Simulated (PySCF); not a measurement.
Isomers of C2H2O. Isolated molecules, 0 K electronic values unless said otherwise. Strings in code marks are SMILES.

Computed with r2SCAN-D4/def2-TZVP run with PySCF 2.14.0. Excitations are Tamm–Dancoff values on a coarser integration grid. The basis has no diffuse functions, so Rydberg states are missing or too high.

| species | S1 oscillator strength | S1–T1 gap (TDA) (eV) | S1 excitation (TDA) (eV) |
|---|---|---|---|
| `C1=CO1` | 0.034 | 1.73 | 4.06 |
| `C#CO` | 0.003 | 0.75 | 6.46 |
| `C=C=O` | 0.000 | 0.49 | 4.29 |
